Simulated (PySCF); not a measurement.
Chlorine: a sound run and one with changed settings

Sound run: Cl [Ne] 3s2 3p5, Cl⁺ [Ne] 3s2 3p4. Calculation: PySCF 2.14, in cc-pV(T+d)Z; the non-relativistic Hamiltonian (point nucleus). The sound run starts from symmetry-adapted Hartree-Fock orbitals and uses a fine grid where one is needed.

A second run was set up differently.

```tsv
species	method	sound run (hartree)	changed run (hartree)	converged
Cl	UHF	-459.48556	-459.48556	yes
Cl	M06-L	-460.14668	-460.14940	yes
Cl	MN15	-460.04989	-460.04930	yes
Cl⁺	UHF	-459.05290	-459.05290	yes
Cl⁺	M06-L	-459.67339	-459.67327	yes
Cl⁺	MN15	-459.57017	-459.56923	yes
```

Ionisation energy of Cl:

```tsv
method	sound run (eV)	changed run (eV)
UHF	11.773	11.773
M06-L	12.879	12.956
MN15	13.054	13.063
```

**Question.** What was changed?
A. minimal basis
B. a valence shell is frozen
C. level shift left on
D. angular grid far too coarse

**Answer.** D. It used 14 angular points. A coarse angular grid integrates products of high-l functions wrongly, so density functionals can shift, and the SCF can exploit the error; Hartree-Fock and MP2 need no grid.
